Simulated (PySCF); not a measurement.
Structure problem from calculated spectra and properties.

Formula: B2H5N.

* Rotational structure: rotational constants A, B, C: 49.805, 10.287, 8.526 GHz [PBE0-D3(BJ)/def2-SVP]
* UV, first state: lowest singlet excitation: 6.02 eV (206 nm, f = 0.002) [TDDFT B3LYP/def2-SVPD]
* XPS: B1s 196.4 (×2), N1s 405.6 eV [ΔSCF SCAN, pcX-2 on the ionised atom, pcseg-1 elsewhere, spin-free X2C]
* Triplet: lowest triplet excitation (Tamm–Dancoff): 5.50 eV [TDA B3LYP/def2-SVPD]
* Valence photoelectron: vertical ionisation energy: 11.53 eV [ΔSCF B3LYP/def2-SVPD]
* Dipole: 1.25 D [B3LYP/def2-SVPD]
* Couplings: largest of the computed one-bond spin–spin couplings (means over like bonds): 11B–1H +146.0 (×4), 15N–1H -76.3, 15N–11B -22.1 (×2) Hz [B3LYP/pcJ-1]
* UV, strongest line: among the 10 lowest singlet transitions: S3 at 7.19 eV (172 nm, f = 0.295) [TDDFT B3LYP/def2-SVPD]
* Polarisability: 39.4 au [B3LYP/def2-SVPD]
* NMR, other nuclei: isotropic shieldings of nuclei other than C and H, by class: 41 (2 B), 66 (1 N) ppm [GIAO CAM-B3LYP/pcSseg-2]

The electronic properties come from PySCF, for the isolated species, density fitting. Levels stand in brackets. Geometry: PBE0-D3(BJ)/def2-SVP; no solvent, vibrations or thermal averaging. Each NMR value is the plain mean over a class of atoms that symmetry, rotation or inversion makes alike.

Question: Give a SMILES that accounts for the data.

Answer: Numbering: `[BH2:1][NH:2][BH2:3]`. The other shieldings belong to: 41 ppm, three-coordinate boron [B1/B3]; 66 ppm, boron-bound nitrogen [N2]. The couplings run between: +146.0 Hz, three-coordinate boron [B1] and its hydrogen (with 3 like pairs); -76.3 Hz, boron-bound nitrogen [N2] and its hydrogen; -22.1 Hz, boron-bound nitrogen [N2] and three-coordinate boron [B1] (with 1 like pair). The core levels belong to: B1s 196.4 eV, three-coordinate boron [B1/B3]; N1s 405.6 eV, boron-bound nitrogen [N2]. S1 is mainly HOMO→LUMO (weight 0.98); the largest Löwdin shares of the orbital it empties are 0.24 on each of 2 atoms of one kind (three-coordinate boron) and 0.14 on each of 2 atoms of one kind (B–H hydrogen), of the orbital it fills 0.32 on each of 2 atoms of one kind (three-coordinate boron), 0.15 on the boron-bound nitrogen and 0.06 on a B–H hydrogen. The optimised geometry has point group C2v and is an asymmetric top. Structure: `BNB` (B2H5N). The assignments are read from this structure; whether some other isomer fits the data as well wasn't checked.
